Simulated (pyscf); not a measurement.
Thermochemistry of product channels of `[F][Sn][F]` [singlet] + `[SH2]` on the singlet surface, in kJ/mol, from ωB97M-D3(BJ)/def2-TZVP energies (ideal gas, 1 atm, RRHO with modes under 100 cm⁻¹ raised to 100, one conformer, R ln 2 for rigid chiral ones). Structures and frequencies: ωB97X-D3(BJ)/def2-SVP in PySCF.

```json
[
 {"products": "`[F][SnH]([F])[SH]`", "ΔE": "+2.9", "ΔH(298 K)": "+4.8", "ΔG(298 K)": "+46.7", "ΔG(900 K)": "+126.3"},
 {"products": "`[F][Sn]([F])=[S]` + `[H][H]`", "ΔE": "+152.9", "ΔH(298 K)": "+146.6", "ΔG(298 K)": "+157.5", "ΔG(900 K)": "+173.6"}
]
```

These are energies of the channels, which say nothing of barriers. Elements past Kr carry the def2 core potentials, without spin-orbit coupling.
